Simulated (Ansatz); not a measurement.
**AlSiH (triplet): from Hartree-Fock to the top rungs, def2-QZVPP**

One table from this session's results is given with a row withheld; the runs are named, their logs left out.

Method: def2-QZVPP, core rule «outside noble gas», up to 10 orbitals frozen; program: Ansatz 0.2.0, Gaussian basis.

Plan: UHF; ROHF; CCSD(T) on UHF.

2 further runs of the same task are left out: 2 set aside as unsound or not needed.

### What is computed

The geometry is a PBE0/def2-TZVP stationary point (not a proven minimum) of the parent state, kept for this charge and spin.

3 atoms, charge 0, spin multiplicity 3.

Atoms are counted from 1 here; the program's logs count them from 0.

Bond lengths: Si1–Al2 2.354 Å, Al2–H3 1.595 Å. Angles: Si1–Al2–H3 180.0°.

The first run:

Input file in.yaml:

```yaml
crystal:
  periodic: [false, false, false]
  atoms:
    - {symbol: Si, position_ang: [0.000000, 0.000000, 2.100805]}
    - {symbol: Al, position_ang: [0.000000, 0.000000, -0.252999]}
    - {symbol: H, position_ang: [0.000000, 0.000000, -1.847805]}
basis:
  gaussian: {orbitals: "def2-QZVPP.json"}
magnetization: {spin_polarized: true, initial_magnetization: 2}
hamiltonian: {xc: hf}
output: {orbitals: {seedname: orbitals}}
```

On the command line:

```bash
ansatz run in.yaml --threads 1 --pin off --events-out ev --progress --plain --max-ram 2393MiB
```

Among the steps run: UHF; ROHF; CCSD(T) on UHF.

One of the session's tables, all rows but one given; the rest of the session is left out.

```
  method  from UCCSD(T) (kJ/mol)
    ROHF                       ?
     UHF                  +497.9
    UMP2                   +99.2
   UCCSD                   +26.6
UCCSD(T)                       0
```

Q: Estimate the row for ROHF from the others.

The run gave: from UCCSD(T) (kJ/mol): +510.4. In the column «from UCCSD(T) (kJ/mol)» it is the highest.
